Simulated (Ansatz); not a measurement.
Density of states of Ta5Si3N (P6_3/mcm, a = 7.439 Å, b = 7.439 Å, c = 5.373 Å, α = 90.00°, β = 90.00°, γ = 120.00°), in states per eV and primitive cell, averaged over bins of 0.3 eV. All numbers below come from DFT r2SCAN, scalar-relativistic, plane waves, PAW (Ansatz 0.2.0).

Cutoff 500 eV; k points 6×6×8 on the computed 18-atom cell (Γ-centred); Gaussian smearing, width 0.10 eV; no spin polarisation.

The cell is relaxed at this level. The states (both spins) are summed by tetrahedra on a 9×9×12 mesh at the self-consistent density. Energies are bin centres; the table starts no lower than −8 eV and ends at 6 eV, or lower where the solved bands end.

It is a metal at this level.

```csv
E − E_F (eV),total,Ta 5d,Si 3p,N 2p,Ta 6s
-7.90,3.96,1.19,0.58,1.30,0.41
-7.60,7.26,2.18,1.25,2.30,0.86
-7.30,7.95,2.51,1.07,2.85,0.76
-7.00,6.25,2.10,0.68,2.46,0.44
-6.70,6.28,2.07,0.59,2.99,0.27
-6.40,6.79,2.16,1.32,2.57,0.40
-6.10,4.28,1.52,1.49,0.57,0.36
-5.80,7.41,2.74,2.49,1.15,0.53
-5.50,9.45,3.53,3.03,1.95,0.50
-5.20,9.27,3.72,3.31,1.22,0.51
-4.90,9.82,4.43,3.48,0.92,0.43
-4.60,7.73,3.80,2.75,0.55,0.27
-4.30,11.06,5.24,4.37,0.62,0.37
-4.00,14.21,6.80,6.01,0.42,0.35
-3.70,7.73,3.63,3.14,0.36,0.19
-3.40,16.89,9.97,5.31,0.38,0.34
-3.10,14.49,8.72,4.33,0.34,0.27
-2.80,10.38,6.86,2.48,0.30,0.18
-2.50,8.74,6.85,1.14,0.22,0.17
-2.20,7.04,5.94,0.65,0.12,0.09
-1.90,9.91,7.68,1.46,0.25,0.13
-1.60,6.73,5.42,0.77,0.17,0.09
-1.30,5.14,4.33,0.37,0.16,0.05
-1.00,7.12,5.96,0.47,0.22,0.10
-0.70,7.50,6.01,0.61,0.28,0.14
-0.40,6.59,5.32,0.52,0.20,0.12
-0.10,5.81,4.74,0.42,0.16,0.12
0.20,5.85,4.78,0.35,0.14,0.17
0.50,9.13,7.66,0.45,0.15,0.24
0.80,9.30,7.86,0.42,0.15,0.23
1.10,12.61,10.33,0.73,0.35,0.27
1.40,10.95,8.87,0.57,0.35,0.28
1.70,11.12,8.82,0.67,0.45,0.32
2.00,11.00,8.38,0.80,0.47,0.45
2.30,11.08,8.46,0.80,0.47,0.43
2.60,9.37,7.24,0.65,0.37,0.30
2.90,11.31,8.49,0.83,0.43,0.45
3.20,15.58,11.31,1.35,0.48,0.59
3.50,15.70,10.75,1.64,0.40,0.70
3.80,17.17,12.23,1.58,0.40,0.78
4.10,16.07,11.08,1.83,0.42,0.79
4.40,11.84,7.07,1.81,0.39,0.75
4.70,14.45,7.60,2.32,0.47,1.15
5.00,10.72,4.65,1.72,0.39,1.50
5.30,7.73,3.28,1.50,0.30,0.98
5.60,10.52,4.53,2.26,0.55,1.53
```

The columns after the total are the main Löwdin projections on the occupied valence shells of the potentials; 4 others are left out. The rest of the total lies in those, in shells that are empty in the free atom, which aren't projected, and between the atoms.

Spin-orbit coupling is left out, which matters for the bands of heavy elements.

Whether Ta5Si3N exists in this form wasn't checked.

Cost: 1 run of about 16 core-minutes, on Intel Xeon Processor @ 2.50GHz (Skylake/Cascade Lake) (shared hosts).